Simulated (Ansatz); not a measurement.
# C2H4O2: the cost of one run

Computed with Ansatz 0.2.0 (the levels named in each step, unless a step's input says otherwise).

**1. The system as given**

Bond lengths: O1–C2 1.197 Å, C2–C3 1.509 Å, C3–O4 1.402 Å, C2–H5 1.109 Å, C3–H6 1.095 Å, C3–H7 1.100 Å, O4–H8 0.964 Å. Angles: O1–C2–C3 125.0°, O1–C2–H5 121.9°, C3–C2–H5 113.1°, C2–C3–O4 113.7°, C2–C3–H6 108.0°, C2–C3–H7 109.2°, O4–C3–H6 106.1°, O4–C3–H7 112.1°, H6–C3–H7 107.4°, C3–O4–H8 109.7°.

As a file:

```xyz
8

O     1.7277   -0.5265   -0.0588
C     0.7384    0.1415   -0.1466
C    -0.6669   -0.3570    0.0868
O    -1.6363    0.6552    0.0628
H     0.7796    1.2157   -0.4187
H    -0.9229   -1.0433   -0.7277
H    -0.6944   -0.9334    1.0236
H    -1.4656    1.2856    0.7715
```

**2. A rough first relaxation, PBE-D4/def2-SVP**

This run stands in another session on the same molecule. It ended at:

```xyz
8

O     1.7431   -0.4902    0.1197
C     0.7465    0.1429   -0.1548
C    -0.6820   -0.3377    0.0788
O    -1.6272    0.7063    0.0865
H     0.7872    1.1731   -0.6358
H    -0.9343   -1.0011   -0.7804
H    -0.6956   -0.9891    0.9866
H    -1.4781    1.2337    0.8924
```

**3. Relaxation, PBE0-D4/def2-TZVPP**

This run stands in another session on the same molecule. It ended at:

```xyz
8

O     1.7216   -0.5169    0.0557
C     0.7464    0.1439   -0.1636
C    -0.6668   -0.3342    0.0783
O    -1.6079    0.7069    0.0684
H     0.8139    1.1734   -0.5796
H    -0.9244   -1.0066   -0.7465
H    -0.6874   -0.9327    0.9961
H    -1.5358    1.2041    0.8842
```

**4. Frequencies, PBE0-D4/def2-TZVPP**

Contents of input.yaml:

```yaml
crystal:
  periodic: [false, false, false]
  atoms:
    - { symbol: O, position_ang: [1.72159955, -0.51689102, 0.05570509] }
    - { symbol: C, position_ang: [0.7463814, 0.14388649, -0.16358684] }
    - { symbol: C, position_ang: [-0.66680783, -0.33424112, 0.07832238] }
    - { symbol: O, position_ang: [-1.6078586, 0.70689398, 0.06835727] }
    - { symbol: H, position_ang: [0.8138542, 1.17336685, -0.57958666] }
    - { symbol: H, position_ang: [-0.92437385, -1.00659574, -0.74649259] }
    - { symbol: H, position_ang: [-0.68738486, -0.93266185, 0.99609888] }
    - { symbol: H, position_ang: [-1.53582002, 1.20406243, 0.88417247] }
basis:
  gaussian: { orbitals: def2-TZVPP }
hamiltonian:
  xc: pbe0
  dispersion: d4
phonons: {}
```

Run with:

```
$ ansatz run input.yaml --threads 4 --pin off --max-ram 10240MiB --backend cpu --events-out ev --progress --plain --runs-dir out
```

What time and memory should one allow on 4 threads of Arm Neoverse V2, shared host?

About 43 s, with a peak of 0.33 GiB.
